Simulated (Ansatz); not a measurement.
`F/C=C/Cl` + H₂ → `C=CF` + HCl at 298.15 K and 1 bar (hydrogenolysis of a C–Cl bond).

Computed with Ansatz on PBE0-D4/def2-TZVP structures; ΔE is electronic, products minus reactants. CBS: MP2 limit from def2 TZ/QZ plus the TZ coupled-cluster correction, frozen cores. This one scheme is used for every species.

```tsv
species	CCSD(T)/CBS energy (Eh)	H − E (kJ/mol)	S (J/(mol·K))
`F/C=C/Cl`	-636.83467	106.8	284.4
H₂	-1.17544	35.1	130.4
`C=CF`	-177.66469	127.2	252.2
HCl	-460.38127	26.6	186.8
```

H − E and S are ideal-gas, rigid-rotor, harmonic terms from PBE0-D4/def2-TZVP. The MP2-based limit puts H₂ 0.8 mEh under its directly extrapolated value; such offsets cancel only in part. 1 Eh = 2625.50 kJ/mol, R = 8.31446 J/(mol·K).

Problem. By hand: ΔE, ΔH, ΔS and ΔG.

Solution. ΔE = (-177.66469) + (-460.38127) − (-636.83467) − (-1.17544) = -0.03585 Eh = -94.1 kJ/mol. Δ(H − E) = 127.2 + 26.6 − 106.8 − 35.1 = 11.9, so ΔH = -82.2 kJ/mol. ΔS = 252.2 + 186.8 − 284.4 − 130.4 = 24.2 J/(mol·K). ΔG = -82.2 − 298.15 × (24.2)/1000 = -89.4 kJ/mol.

Problem. By hand: the equilibrium constant, and the temperature at which ΔG would vanish if ΔH and ΔS stayed fixed.

Solution. log₁₀ K = −ΔG/(RT ln 10) = 15.7. ΔH and −TΔS have one sign here, so there is no such temperature.

ΔH outweighs TΔS. A doubt of 5 kJ/mol in ΔE shifts log₁₀ K by 0.9 here. These are equilibria of isolated gas molecules and say nothing of rates. Largest T1 diagnostic: 0.012 (customary marks: 0.02 for closed shells, 0.045 for open ones).
